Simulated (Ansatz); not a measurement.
# [OH···H···H], doublet: transfer scan

Starting geometry:

```yaml
atoms:
  - { symbol: O, position_ang: [-0.1399, -0.0491, 0.0000] }
  - { symbol: H, position_ang: [-0.3893, 0.8775, 0.0000] }
  - { symbol: H, position_ang: [0.8196, -0.0491, 0.0000] }
  - { symbol: H, position_ang: [1.7911, -0.0491, 0.0000] }
```

From there H3 is moved from one fragment to the other while all else, the fragments' distance too, stays fixed; atoms are numbered as listed. Energies are in kcal/mol, counted from the starting geometry at the same level.

Basis cc-pVDZ; Ansatz 0.2.0. Correlated methods freeze the noble-gas cores. R marks a restricted (for open shells ROHF) determinant, U an unrestricted one.

Full CI isn't at hand for all of this; UCCSDTQ serves as the reference, and is uncertain by about the last step of the cluster series. The frozen core follows each run's orbitals, which can shift R against U totals by a few meV.

| distance O1-H3 (Å) | RHF |
| --- | --- |
| 0.960 | 0.0 |
| 0.992 | 2.0 |
| 1.057 | 7.8 |
| 1.121 | 12.5 |
| 1.186 | 12.9 |

Q: Estimate the UCCSDTQ curve in cc-pVDZ from this one, knowing how RHF errs.

A: The computed UCCSDTQ values, in kcal/mol from the starting point, and the error of RHF against them:
```csv
distance O1-H3 (Å),UCCSDTQ,RHF less UCCSDTQ
0.960,0.0,0.0
0.992,0.1,1.9
1.057,2.1,5.6
1.121,5.3,7.2
1.186,9.1,3.8
```

The error spans 7.2 kcal/mol and is largest, 7.2 kcal/mol, at 1.121 Å.
